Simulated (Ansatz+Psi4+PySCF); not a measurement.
Results of a calculation; reference values are marked as such.
This Ansatz input gave a total energy of -114.85497 hartree.

```yaml
crystal:
  periodic: [false, false, false]
  atoms:
    - { symbol: C, position_ang: [0.67627, 0.01193, -0.06052] }
    - { symbol: O, position_ang: [-0.65868, -0.13968, 0.00753] }
    - { symbol: H, position_ang: [-1.06798, 0.73005, -0.08014] }
    - { symbol: H, position_ang: [1.11571, 0.94781, 0.21617] }
    - { symbol: H, position_ang: [1.2448, -0.8698, 0.11591] }
basis:
  gaussian: { orbitals: cc-pVTZ }
magnetization:
  spin_polarized: true
  initial_magnetization: 1
hamiltonian:
  xc: hf
correlation:
  method: mp2
  frozen_orbitals: { C: 1, H: 0, O: 1 }
scf:
  omitted_lower_state_checks: [stability, starts, atomic_configurations, cluster_reference, orbital_swaps, given_window_search, neighbouring_geometries, increment]
```

Write an input for PySCF with the same method and basis set.

```python
from pyscf import gto, scf, mp

mol = gto.M(atom="""
C 0.676270 0.011930 -0.060520
O -0.658680 -0.139680 0.007530
H -1.067980 0.730050 -0.080140
H 1.115710 0.947810 0.216170
H 1.244800 -0.869800 0.115910
""", basis='cc-pvtz', charge=0, spin=1)
mf = scf.UHF(mol)
mf.kernel()
pt = mp.MP2(mf, frozen=2).run()
print(mf.e_tot, pt.e_corr, pt.e_tot)
```

PySCF 2.14.0 gave -114.85497 hartree, 0.04 meV from the first.
